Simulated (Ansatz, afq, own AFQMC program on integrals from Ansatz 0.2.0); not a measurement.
## Where AFQMC and coupled cluster stand for HBrCl, doublet

```csv
atom,x (Å),y (Å),z (Å)
Cl,0.0000,0.0000,-1.5117
H,0.0000,0.0000,-0.1337
Br,0.0000,0.0000,1.6453
```

Connectivity, by distances: Cl ··· Br, 1 bridging H.

Basis cc-pVTZ. Noble-gas cores (and the filled d shells of Ga–Kr and In–Xe) are frozen. Ansatz 0.2.0 and our own AFQMC program on the same integrals; the CISD trial comes from CCSD amplitudes, and released means the phaseless constraint is let go. Error bars are statistical, one sigma. No spin–orbit coupling.

Determinant: UHF, the one that the program's search chose, which needn't be the lowest solution. The geometry is a point of a scan.

No full CI on the walks' own integrals is used here; CCSDT(Q) serves as the reference and is uncertain by about the last step of the cluster series.

Cautions: no relativity below Rb; no spin-orbit coupling; inner d shell frozen.

```
T1 diagnostic                               : 0.0112
weight of the determinant in the CISD state : 0.856
⟨S²⟩ of the determinant                     : 0.779
size of the correlated space                : 15 electrons in 72 orbitals
```

Reference: CCSDT(Q), correlation energy -11.016 eV. The released energy is read at 1.50 1/Eh (meV from the phaseless value at times in 1/Eh: -9 ± 5 at 0.24, -1 ± 16 at 0.51, -21 ± 6 at 0.99, -24 ± 10 at 1.50).

```
         level  E − E(reference) (kJ/mol)  share of correlation (%)
            HF                     1062.8                      0.00
           MP2                      143.1                     86.54
          CCSD                       42.5                     96.00
       CCSD(T)                        4.6                     99.57
         CCSDT                        1.6                     99.85
 ph-AFQMC/CISD                  2.2 ± 0.5                     99.80
released AFQMC                 -0.1 ± 0.9                    100.01
```

A walk keeps the symmetry of its determinant, which the program's search chose and which needn't be the lowest solution, so a lower state of the same spin and another symmetry isn't excluded. Released energies are given only where the last usable release times agree within the noise; a slower fall can still hide under it.
